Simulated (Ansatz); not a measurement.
**SiCF (quartet): the correlation ladder, cc-pVTZ**

How much of the correlation energy of SiCF (quartet) does each wave-function method recover here?

Method: cc-pVTZ, core rule «outside noble gas», up to 7 orbitals frozen; program: Ansatz 0.2.0, Gaussian basis.

The runs, in order: UHF; CCSD(T) on ROHF; CCSD(T) on UHF; BCCD(T) on ROHF; CCSDT(Q) on ROHF; CCSDT(Q) on UHF.

10 further runs of the same task are left out: 4 for a known fault of the program, 1 that didn't finish, 5 set aside as unsound or not needed.

## (1) The system

The geometry is a PBE0/def2-TZVP stationary point (not a proven minimum) of the parent state, kept for this charge and spin.

3 atoms, charge 0, spin multiplicity 4.

Atoms are counted from 1 here; the program's logs count them from 0.

Bond lengths: C1–Si2 1.730 Å, Si2–F3 1.588 Å. Angles: C1–Si2–F3 180.0°.

## (2) UHF

Contents of in.yaml:

```yaml
crystal:
  periodic: [false, false, false]
  atoms:
    - {symbol: C, position_ang: [0.000000, 0.000000, 1.682800]}
    - {symbol: Si, position_ang: [0.000000, 0.000000, -0.047400]}
    - {symbol: F, position_ang: [0.000000, 0.000000, -1.635400]}
basis:
  gaussian: {orbitals: cc-pVTZ}
magnetization: {spin_polarized: true, initial_magnetization: 3}
hamiltonian: {xc: hf}
output: {orbitals: {seedname: orbitals}}
```

Command:

```bash
$ ansatz run in.yaml --threads 1 --pin off --events-out ev --progress --plain --max-ram 4096MiB --backend cpu
```

Further steps of the session: CCSD(T) on ROHF; CCSD(T) on UHF; BCCD(T) on ROHF; CCSDT(Q) on ROHF; CCSDT(Q) on UHF.

Q: Predict the results of all the runs planned. Wanted: UCCSDT(Q) below the RHF energy; RMP2 from UCCSDT(Q); UMP2 from UCCSDT(Q); RCCSD from UCCSDT(Q); RCCSD(T) from UCCSDT(Q); UCCSD(T) from UCCSDT(Q); RCCSDT(Q) from UCCSDT(Q); T1 diagnostic.

**Answer**, as computed:

| quantity | value |
| --- | --- |
| UCCSDT(Q) below the RHF energy | -13.6706 eV |
| RMP2 from UCCSDT(Q) | +1193.8 meV |
| UMP2 from UCCSDT(Q) | +1236.8 meV |
| RCCSD from UCCSDT(Q) | +686.9 meV |
| RCCSD(T) from UCCSDT(Q) | +90.6 meV |
| UCCSD(T) from UCCSDT(Q) | +89.8 meV |
| RCCSDT(Q) from UCCSDT(Q) | +6.6 meV |
| levels within 1 kcal/mol (43 meV) | RCCSDT(Q) |
| T1 diagnostic | 0.026 |

**Reading.** RCCSD(T) misses by +90.6 meV, 0.7 % of the correlation energy. These misses are within one basis, not against nature; the frozen cores of restricted and unrestricted runs differ, which can shift their rows.
